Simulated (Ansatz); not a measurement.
Geometry optimisation, Ansatz 0.2.0, RKS PBE/def2-SVP.

The input (input.yaml):

```yaml
crystal:
  periodic: [false, false, false]
  atoms:
    - { symbol: Si, position_ang: [-0.6465, 0.7054, 0.7301] }
    - { symbol: C, position_ang: [0.5103, -1.0933, 1.115] }
    - { symbol: H, position_ang: [-1.875, 0.0257, 0.2898] }
    - { symbol: H, position_ang: [-1.2168, 1.1612, 2.0468] }
    - { symbol: H, position_ang: [0.4753, 1.6605, 0.7387] }
    - { symbol: H, position_ang: [0.3422, -0.4891, -0.1405] }
    - { symbol: Si, position_ang: [0.0682, 0.4237, -1.7544] }
    - { symbol: H, position_ang: [0.1574, -2.0537, 0.7499] }
    - { symbol: H, position_ang: [1.594, -1.0391, 1.0672] }
    - { symbol: H, position_ang: [0.2616, -1.0758, 2.174] }
    - { symbol: H, position_ang: [0.4356, -0.6487, -2.695] }
    - { symbol: H, position_ang: [1.0725, 1.4676, -2.0024] }
    - { symbol: H, position_ang: [-1.1788, 0.9556, -2.3193] }
basis:
  gaussian: { orbitals: def2-SVP }
hamiltonian:
  xc: pbe
relax:
  f_tol: 0.15
  max_steps: 25
  restrain:
    - { distance: [0, 6], at: 3.52, k: 30.0 }
    - { distance: [5, 1], at: 2.37, k: 30.0 }
    - { distance: [0, 1], at: 1.87, k: 30.0 }
    - { distance: [5, 6], at: 1.42, k: 30.0 }
```

Command:

```bash
$ ansatz run input.yaml --threads 2 --pin off --max-ram 3072MiB --backend cpu --events-out ev --progress --plain --runs-dir out
```

Problem. Where does it end, and by what steps?

Solution. It converged. The restraints hold the end off the free minimum. After 7 steps the energy has fallen by 3.181 eV (the restraints' own energy left out); H6 moved furthest, 0.73 Å. Parted: Si1–Si7. Joined: H6–Si7.

```
step  energy less start (eV)  largest force component (eV/Å)  accepted
   0                  0.0000                           1.525       yes
   1                 -0.5594                           3.143       yes
   2                 -0.9704                           5.074       yes
   3                 -1.5840                           3.436       yes
   4                 -2.6583                           1.471       yes
   5                 -3.0815                           0.670       yes
   6                 -3.1837                           1.241       yes
   7                 -3.1808                           1.156       yes
```

```xyz
13
Properties=species:S:1:pos:R:3
Si -0.661 0.547 1.256
C 0.388 -1.007 1.433
H -1.864 0.329 0.381
H -1.175 0.979 2.610
H 0.121 1.705 0.694
H 0.371 -0.375 -0.860
Si 0.266 0.295 -2.143
H -0.008 -1.843 0.820
H 1.439 -0.831 1.126
H 0.407 -1.353 2.490
H 0.577 -0.693 -3.240
H 1.260 1.421 -2.217
H -1.121 0.828 -2.349
```

Whether the end is a true minimum wasn't checked by a vibrational analysis.

The run took 14 s on 2 threads of Arm Neoverse V2, with other jobs on the host, peak memory 0.12 GiB.
